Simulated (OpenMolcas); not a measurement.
# [NO2]− (nitrite), step by step

Aim: the energy (UHF/STO-3G), then a single-point energy (CASSCF(4,4)/STO-3G), then a single-point energy (CASPT2(4,4)/STO-3G), then the energy (SC-NEVPT2(4,4)/STO-3G), then a single-point energy (MRCI(4,4)/STO-3G) of [NO2]− (nitrite). 

The calculation is run with OpenMolcas 26.06.

3 further runs of the same task are left out: 1 for a known fault of the program, 1 that didn't finish, 1 set aside as unsound or not needed.

**1. Starting point**

[NO2]− has 3 atoms, charge -1, and is taken as a singlet. SMILES: `O=N[O-]`. One bond was lengthened or shortened from a relaxed shape.

Bond lengths: O1–N2 1.272 Å, N2–O3 1.590 Å. Angles: O1–N2–O3 117.3°.

**2. A single-point energy at UHF/STO-3G (run 1)**

The input, step1.inp:

```
>>> EXPORT MOLCAS_PRINT=2
&gateway
baslib
$CurrDir
coord
3
angstrom
O        0.580462       1.144686       0.446189
N        0.578382      -0.119294       0.304939
O       -0.662520      -0.766520      -0.449410
basis
STO-3G
group
NoSym
&seward
&scf
uhf
charge
-1
scramble
0.25
prorbitals
1 1
```

The basis set STO-3G is read from a file made from the Basis Set Exchange's data (not shown).

On the command line:

```bash
$ export MOLCAS_MEM=1860
$ pymolcas step1.inp > step1.log
```

What it wrote:

```text
--- Start Module: gateway ---
[...]
--- Stop Module: gateway /rc=_RC_ALL_IS_WELL_ ---
--- Start Module: seward ---
[...]
      Basis functions           15
--- Stop Module: seward /rc=_RC_ALL_IS_WELL_ ---
--- Start Module: scf ---
[...]
       Convergence after  96 Iterations
[...]
::    Total SCF energy                               -201.1685482512
[...]
      Total spin, S                                     0.6591495994
[...]
      Total electronic charge=   24.000000
      Total            charge=   -1.000000
[...]
      Dipole Moment (debye):
      Origin of the operator (angstrom)=    0.1476    0.0952    0.0917
                   X= -7.8807E-01               Y= -3.8550E-02               Z= -4.3779E-01           Total=  9.0233E-01
      Center of Charge (angstrom)
[...]
--- Stop Module: scf /rc=_RC_ALL_IS_WELL_ ---
[...]
```

It took 3.6 s on 1 thread of Arm Neoverse V1, shared host; peak memory 0.37 GiB.

**3. The energy at CASSCF(4,4)/STO-3G (run 2)**

The input, step2.inp:

```
>>> EXPORT MOLCAS_PRINT=2
&GATEWAY
BasLib=$CurrDir
Coord
3
angstrom
O        0.580462       1.144686       0.446189
N        0.578382      -0.119294       0.304939
O       -0.662520      -0.766520      -0.449410
Basis=STO-3G
Group=NoSym
&SEWARD
&RASSCF
FileOrb=$CurrDir/step1.UnaOrb
Spin=1
Nactel=4 0 0
Inactive=10
Ras2=4
OrbListing=Nothing
OrbAppear=Compact
```

The basis set STO-3G is read from a file made from the Basis Set Exchange's data (not shown).

On the command line:

```bash
$ export MOLCAS_MEM=1860
$ pymolcas step2.inp > step2.log
```

What it wrote:

```text
--- Start Module: gateway ---
[...]
--- Stop Module: gateway /rc=_RC_ALL_IS_WELL_ ---
--- Start Module: seward ---
[...]
      Basis functions           15
--- Stop Module: seward /rc=_RC_ALL_IS_WELL_ ---
--- Start Module: rasscf ---
[...]
      Number of active orbitals                  4
[...]
      Spin quantum number                      0.0
[...]
      Active orbitals                            4
[...]
      Number of CSFs                            20
[...]
      Number of root(s) required                 1
[...]
      Convergence after 13 iterations
[...]
      printout of CI-coefficients larger than  0.05 for root  1
      energy=    -201.234146
      conf/sym  1111     Coeff  Weight
             1  2200  -0.89474 0.80056
             6  2020   0.35569 0.12652
            10  udud   0.16537 0.02735
            14  0202   0.14573 0.02124
            15  uudd   0.08467 0.00717
            16  u02d   0.07343 0.00539
[...]
      Natural orbitals and occupation numbers for root  1
      sym 1:   1.897464   1.681470   0.318246   0.102820
      ************************************************************************************************************************
      *                                                    Final results                                                     *
[...]
::    RASSCF root number  1 Total energy:   -201.23414629
[...]
      Total electronic charge=   24.000000
      Total            charge=   -1.000000
[...]
      Dipole Moment (debye):
      Origin of the operator (angstrom)=    0.1476    0.0952    0.0917
                   X= -6.2649E-01               Y= -3.3614E-01               Z= -3.8188E-01           Total=  8.0704E-01
      Center of Charge (angstrom)
[...]
--- Stop Module: rasscf /rc=_RC_ALL_IS_WELL_ ---
[...]
```

Wall time 1.8 s (1 thread of Arm Neoverse V1, shared host); peak memory 0.37 GiB.

**4. The energy at CASPT2(4,4)/STO-3G (run 3)**

The input, step3.inp:

```
>>> EXPORT MOLCAS_PRINT=2

&GATEWAY
 BasLib = $CurrDir
 Coord
 3
 angstrom
 O        0.580462       1.144686       0.446189
 N        0.578382      -0.119294       0.304939
 O       -0.662520      -0.766520      -0.449410
 Basis = STO-3G
 Group = NoSym

&SEWARD

&RASSCF
 FileOrb = $CurrDir/step2.RasOrb
 Spin = 1
 Nactel = 4 0 0
 Inactive = 10
 Ras2 = 4
 OrbListing = Nothing
 OrbAppear = Compact

&CASPT2
 Imaginary = 0.1
 Frozen = 3
```

The basis set STO-3G is read from a file made from the Basis Set Exchange's data (not shown).

On the command line:

```bash
$ export MOLCAS_MEM=1860
$ pymolcas step3.inp > step3.log
```

What it wrote:

```text
--- Start Module: gateway ---

                                              &GATEWAY

                       available to each process: 1.9 GB of memory, 1 thread

 Basis Set     1 Label: O.STO-3G
 Basis set is read from library:.
 basistype.tbl is not found

 Basis Set     2 Label: N.STO-3G
 Basis set is read from library:.
 basistype.tbl is not found

 Basis Set     3 Label: O.STO-3G
 Basis set is read from library:.
 basistype.tbl is not found

++    Symmetry information:
      ---------------------

                    Character Table for C1

                             E
                    a        1  x, y, xy, Rz, z, xz, Ry, yz, Rx, I
--

++    Basis set information:
      ----------------------

      Basis set label: O.STO-3G.........

[... 116 lines left out ...]
      Nuclear repulsion energy =   55.76522973
[... 85 lines left out ...]
      Note: transformation to natural orbitals
[... 4 lines left out ...]
      conf/sym  1111     Coeff  Weight
[... 15 lines left out ...]
++    Final optimization conditions:
[... 16 lines left out ...]
::    RASSCF root number  1 Total energy:   -201.23414629
[... 44 lines left out ...]
      Natural orbitals for root   1 are written to the RASORB.1 file
[... 53 lines left out ...]
      Imaginary shift                            0.10
[... 11 lines left out ...]
++ CASPT2 computation for group   1

********************************************************************************
 Multi-State initialization phase begins for group   1
--------------------------------------------------------------------------------
********************************************************************************
 Compute H0 matrices for state    1
--------------------------------------------------------------------------------
--------------------------------------------------------------------------------
 H0 matrices have been computed.

********************************************************************************
  CASPT2 EQUATION SOLUTION
--------------------------------------------------------------------------------
 Invalid disk address                    -8
 I/O error in DaFile_checkarg
 Unit =                    45

--- Stop Module: caspt2 /rc=-6 ---

.########################.
.# Non-zero return code #.
.########################.

    Timing: Wall=1.44 User=1.03 System=0.40
```

It took 1.7 s on 1 thread of Arm Neoverse V1, shared host; peak memory 0.37 GiB.

The run ended with an error.

**5. A single-point energy at SC-NEVPT2(4,4)/STO-3G (run 4)**

The input, step4.input:

```
* NO2 NEVPT2

&GATEWAY
  BasLib=$CurrDir
  Coord
  3
  angstrom
  O        0.580462       1.144686       0.446189
  N        0.578382      -0.119294       0.304939
  O       -0.662520      -0.766520      -0.449410
  Basis=STO-3G
  Group=NoSym

&SEWARD

&RASSCF
  FileOrb=$CurrDir/step2.RasOrb
  Spin=1
  Nactel=4 0 0
  Inactive=10
  Ras2=4
  OrbListing=Nothing
  OrbAppear=Compact

&CASPT2
  SC-NEVPT2
  Frozen=3
```

The basis set STO-3G is read from a file made from the Basis Set Exchange's data (not shown).

On the command line:

```bash
$ export MOLCAS_MEM=1860
$ pymolcas step4.input > step4.log
```

What it wrote:

```text
--- Start Module: gateway ---
[...]
--- Stop Module: gateway /rc=_RC_ALL_IS_WELL_ ---
[...]
      Basis functions           15
[...]
--- Start Module: rasscf ---
[...]
      Number of active orbitals                  4
[...]
      Spin quantum number                      0.0
[...]
      Active orbitals                            4
[...]
      Number of CSFs                            20
[...]
      Number of root(s) required                 1
[...]
      Convergence after  4 iterations
[...]
      printout of CI-coefficients larger than  0.05 for root  1
      energy=    -201.234146
      conf/sym  1111     Coeff  Weight
             1  2200  -0.89474 0.80056
             6  2020   0.35570 0.12652
            10  udud   0.16537 0.02735
            14  0202   0.14573 0.02124
            15  uudd   0.08467 0.00717
            16  u02d   0.07343 0.00539
[...]
      Natural orbitals and occupation numbers for root  1
      sym 1:   1.897465   1.681467   0.318248   0.102819
      ************************************************************************************************************************
      *                                                    Final results                                                     *
[...]
::    RASSCF root number  1 Total energy:   -201.23414629
[...]
      Total electronic charge=   24.000000
      Total            charge=   -1.000000
[...]
      Dipole Moment (debye):
      Origin of the operator (angstrom)=    0.1476    0.0952    0.0917
                   X= -6.2648E-01               Y= -3.3613E-01               Z= -3.8188E-01           Total=  8.0703E-01
      Center of Charge (angstrom)
[...]
--- Stop Module: rasscf /rc=_RC_ALL_IS_WELL_ ---
--- Start Module: caspt2 ---
[...]
 ###    WARNING: User changed nr of frozen orbitals.                         ###
 ###############################################################################
[...]
      E2 (Variational):          -0.0729197820
[...]
      E2 (Variational):          -0.0724271156
      Total energy:            -201.3065734059
[...]
      Reference weight:           0.96903
[...]
::    SC-NEVPT2 Root  1     Total energy:   -201.30657341
[...]
--- Stop Module: caspt2 /rc=_RC_ALL_IS_WELL_ ---
[...]
```

Wall time 1.6 s (1 thread of Arm Neoverse V1, shared host); peak memory 0.37 GiB.

**6. A single-point energy at MRCI(4,4)/STO-3G (run 5)**

The input, step5.input:

```
* NO2 MRCI

&GATEWAY
  BasLib=$CurrDir
  Coord
  3
  angstrom
  O        0.580462       1.144686       0.446189
  N        0.578382      -0.119294       0.304939
  O       -0.662520      -0.766520      -0.449410
  Basis=STO-3G
  Group=NoSym

&SEWARD

&RASSCF
  FileOrb=$CurrDir/step2.RasOrb
  Spin=1
  Nactel=4 0 0
  Inactive=10
  Ras2=4
  OrbListing=Nothing
  OrbAppear=Compact

&MOTRA
  LumOrb
  Frozen=3

&GUGA
  Electrons=18
  Spin=1
  Inactive=7
  Active=4
  CIAll=1

&MRCI
  SDCI
```

The basis set STO-3G is read from a file made from the Basis Set Exchange's data (not shown).

On the command line:

```bash
$ export MOLCAS_MEM=1860
$ pymolcas step5.input > step5.log
```

What it wrote:

```text
--- Start Module: gateway ---
[...]
--- Stop Module: gateway /rc=_RC_ALL_IS_WELL_ ---
[...]
      Basis functions           15
[...]
      Number of active orbitals                  4
[...]
      Spin quantum number                      0.0
[...]
      Active orbitals                            4
[...]
      Number of CSFs                            20
[...]
      Number of root(s) required                 1
[...]
      Convergence after  4 iterations
[...]
      printout of CI-coefficients larger than  0.05 for root  1
      energy=    -201.234146
      conf/sym  1111     Coeff  Weight
             1  2200  -0.89474 0.80056
             6  2020   0.35570 0.12652
            10  udud   0.16537 0.02735
            14  0202   0.14573 0.02124
            15  uudd   0.08467 0.00717
            16  u02d   0.07343 0.00539
[...]
      Natural orbitals and occupation numbers for root  1
      sym 1:   1.897465   1.681467   0.318248   0.102819
      ************************************************************************************************************************
      *                                                    Final results                                                     *
[...]
::    RASSCF root number  1 Total energy:   -201.23414629
[...]
      Dipole Moment (debye):
      Origin of the operator (angstrom)=    0.1476    0.0952    0.0917
                   X= -6.2648E-01               Y= -3.3613E-01               Z= -3.8188E-01           Total=  8.0703E-01
      Center of Charge (angstrom)
[...]
      *** WARNING: Default frozen orbitals is overwritten by user input.
      *** Default values:   3
[...]
--- Start Module: guga ---
[...]
--- Stop Module: guga /rc=_RC_ALL_IS_WELL_ ---
--- Start Module: mrci ---
[...]
       (But an ACPF correction will be computed)
       USE THE DEFAULT ACPF G-VALUE GFAC=  0.11111111111111110
[...]
                      CI ENERGY:  -201.32813304
[...]
                ACPF CORRECTION:    -0.00573229
[...]
      Total electronic charge=   24.000000
      Total            charge=   -1.000000
[...]
     ACPF CORRECTION:     -0.00573229
[...]
  CI State   1     Total energy:   -201.32813304     QDav:     -0.00649837     QACPF:     -0.00573229
[...]
--- Stop Module: mrci /rc=_RC_ALL_IS_WELL_ ---
[...]
```

Wall time 3.3 s (1 thread of Arm Neoverse V1, shared host); peak memory 0.37 GiB.

**7. Outcome**

| quantity | value |
| --- | --- |
| run 1, UHF/STO-3G: total energy | -201.16855 Eh |
| run 1, UHF/STO-3G: HOMO energy | 2.76 eV |
| run 1, UHF/STO-3G: LUMO energy | 19.49 eV |
| run 1, UHF/STO-3G: HOMO–LUMO gap (to an unbound level, set by the basis) | 16.74 eV |
| run 1, UHF/STO-3G: ⟨S²⟩ | 1.094 |
| run 2, CASSCF(4,4)/STO-3G: total energy | -201.23415 Eh |
| run 4, SC-NEVPT2(4,4)/STO-3G: total energy | -201.30657 Eh |
| run 5, MRCI(4,4)/STO-3G: total energy | -201.32813 Eh |
| run 3, CASPT2(4,4)/STO-3G | no result (crashed) |

**Reading.** ⟨S²⟩ (run 1, UHF/STO-3G) is 1.09 where a pure singlet has 0.00: the reference is spin-contaminated. Mulliken charges (run 1, UHF/STO-3G) run from -0.40 on O1 to -0.29 on O3; they depend strongly on the basis. The HOMO (run 1, UHF/STO-3G) lies at positive energy, 2.76 eV: the electron is unbound at this level or held by a compact basis; values depend on the basis. Mulliken charges (run 4, SC-NEVPT2(4,4)/STO-3G) of the CASSCF density run from -0.45 on O1 to -0.25 on N2. Mulliken charges (run 5, MRCI(4,4)/STO-3G) of the CASSCF density run from -0.45 on O1 to -0.25 on N2. 1 of the 5 runs did not end normally.
